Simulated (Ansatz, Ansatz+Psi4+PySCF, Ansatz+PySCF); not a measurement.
```tsv
atom	x (Å)	y (Å)	z (Å)
C	0.0047	0.4569	0.0034
C	1.1933	-0.1432	-0.0199
F	-1.1575	-0.2747	0.0177
H	-0.2019	1.5015	-0.0120
H	2.0884	0.4470	-0.0030
```

Basis set: cc-pVTZ (spherical functions). Frozen core: 3 orbitals. Correlation on ROHF uses semicanonical orbitals with singles. Charge 0, multiplicity 2.

Computed with Ansatz (development build ahead of 0.2.0); each method stands on the lowest determinant of its kind that the runs found.

Question: Give the atomization energy at this shape (free ground-state atoms in the same class of orbitals less the molecule, no zero-point energy) of doublet C2H2F by ROHF-MP2, UHF-MP2.

Answer:

| method | atomization energy |
| --- | --- |
| ROHF-MP2 | 19.28 eV |
| UHF-MP2 | 19.00 eV |

Caution for UHF-MP2: the unrestricted determinant is spin contaminated.
